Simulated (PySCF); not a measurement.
Molecule: 3-methyl-2-butenenitrile (SMILES CC(C)=CC#N).

Structure with atom numbers: `[CH3:1][C:2]([CH3:3])=[CH:4][C:5]#[N:6]`; H(Xn) means a hydrogen on atom n.

Geometry PBE0-D3(BJ)/def2-SVP throughout; GIAO in PySCF 2.14.0 with density-fitted response routines, gas phase, one conformer, non-relativistic; equivalent atoms averaged; functional PBE0.

Task: How do the absolute shieldings σ depend on the basis set? (ppm; last column core-seconds on shared hosts with different chips, so compare them loosely)

Result: 
```tsv
basis set	functions	C2	C4	C5	C3	C1	N6	H(C4)	H(C1)	H(C3)	core-s
STO-3G	37	105.5	140.0	141.7	207.7	209.4	53.8	27.30	30.69	30.81	2.6
6-31G	68	42.8	100.3	84.5	173.0	176.0	-21.9	27.26	30.38	30.58	4.9
6-31G*	98	39.0	98.0	86.8	168.8	172.1	-17.3	27.06	29.99	30.19	7.1
def2-SVP	119	33.2	95.4	82.6	168.5	171.9	-27.9	26.58	29.44	29.65	8.7
pcSseg-1	137	14.2	80.9	62.8	157.2	160.4	-58.6	26.20	29.17	29.38	9.7
6-311+G(2d,p)	204	16.7	85.3	65.6	160.1	163.4	-45.1	26.35	29.43	29.65	20
def2-TZVP	228	14.8	84.5	65.6	159.6	162.8	-48.1	26.32	29.40	29.62	24
```

Task: Which nucleus moves most, in ppm?

Result: N6 (nitrile nitrogen): from -58.6 ppm with pcSseg-1 to 53.8 ppm with STO-3G. The smallest spread is 1.10 ppm, at H(C4). Proton shifts span only some 12 ppm, so a few tenths of a ppm matter as much there as several ppm in carbon.

Task: Taking the largest basis, def2-TZVP (228 functions), as the yardstick, rank the others by their worst heavy-atom deviation.

Result: 6-311+G(2d,p) 3.0 ppm (204 functions), pcSseg-1 10.6 ppm (137 functions), def2-SVP 20.1 ppm (119 functions), 6-31G 27.9 ppm (68 functions), 6-31G* 30.8 ppm (98 functions), STO-3G 101.9 ppm (37 functions).

A small basis that lands close on one nucleus may do so by chance; judge by the trend and by all nuclei.
